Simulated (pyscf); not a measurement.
Thermochemistry of product channels of Cl–CH(Cl)–Cl + H atom (H•) on the doublet surface, in kcal/mol, from ωB97M-D3(BJ)/def2-TZVP energies (ideal gas, 1 atm, RRHO with modes under 100 cm⁻¹ raised to 100, one conformer, R ln 2 for rigid chiral ones). Structures and frequencies: ωB97X-D3(BJ)/def2-SVP in PySCF.

```
products                                ΔE  ΔH(298 K)  ΔG(298 K)   ΔG(900 K)
-----------------------------------  -----  ---------  ---------  ----------
Cl–C•(Cl)–Cl + hydrogen (H₂)          -9.1      -10.2      -11.8  (withheld)
hydrogen chloride (HCl) + Cl–CH•–Cl  -30.5      -28.8      -33.0       -40.8
```

### Question
Fill in the missing entries.

### Answer

- Cl–C•(Cl)–Cl + hydrogen (H₂), ΔG(900 K): -15.4

These are energies of the channels, which say nothing of barriers.
